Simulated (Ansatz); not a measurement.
SiFH3 (SiH₃F), relaxed as a singlet with RKS PBE0-D4/def2-TZVP in Ansatz, starting from the GFN2-xTB geometry. Force threshold 0.02 eV/Å.

Start:

```xyz
5

Si    0.066    0.028    0.060
F    -1.065   -0.458   -0.971
H     1.275   -0.668   -0.347
H    -0.418   -0.372    1.372
H     0.141    1.470   -0.113
```

| step | energy (eV) | largest force component (eV/Å) | SCF passes |
| --- | --- | --- | --- |
| 1 | -10640.1327 | 1.144 | 19 |
| 2 | -10640.1855 | 0.401 | 24 |
| 3 | -10640.1879 | 0.131 | 24 |
| 4 | -10640.1881 | 0.047 | 25 |
| 5 | -10640.1881 | 0.000 | 17 |

Force components are those of the run's own axes.

End:

```tsv
atom	x (Å)	y (Å)	z (Å)
Si1	0.028	0.012	0.026
F2	-1.098	-0.473	-1.001
H3	1.301	-0.659	-0.327
H4	-0.396	-0.363	1.395
H5	0.165	1.483	-0.092
```

By distances, no bond broke or formed. The bond that changes most is Si1–H3, from 1.45 to 1.48 Å (atoms count from 1).

No frequencies were taken in this run, so the end may be a saddle point.

Hardware: 4 threads of Intel Xeon on a shared host. Wall time 11 s.
